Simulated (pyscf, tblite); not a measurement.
`[OH][SiH2][OH]` → `[OH2]` + `[OH][SiH]` [singlet]: energy along the mass-weighted descent from the GFN2-xTB saddle (tblite), relative to the relaxed reactant side.

```csv
s (amu^1/2 bohr),E (kcal/mol)
-6.81,0.4
-6.60,0.5
-6.35,0.8
-5.52,2.4
-2.64,33.1
0.120,90.3
3.00,81.1
3.81,79.0
4.30,78.3
4.67,77.9
4.95,77.6
```

Task: The GFN2-xTB barrier from the reactant side is 90.7 kcal/mol. What does ωB97X-D3(BJ) (PySCF) give from its own reactant-side minimum, in def2-SVP and in def2-TZVP?

Result: 82.7 kcal/mol in the double-zeta basis after reoptimising the saddle, and 86.2 kcal/mol in the triple-zeta single point, so the tight-binding barrier lies 4.5 kcal/mol over the latter. The imaginary mode goes from 1472i to 1563i cm⁻¹.
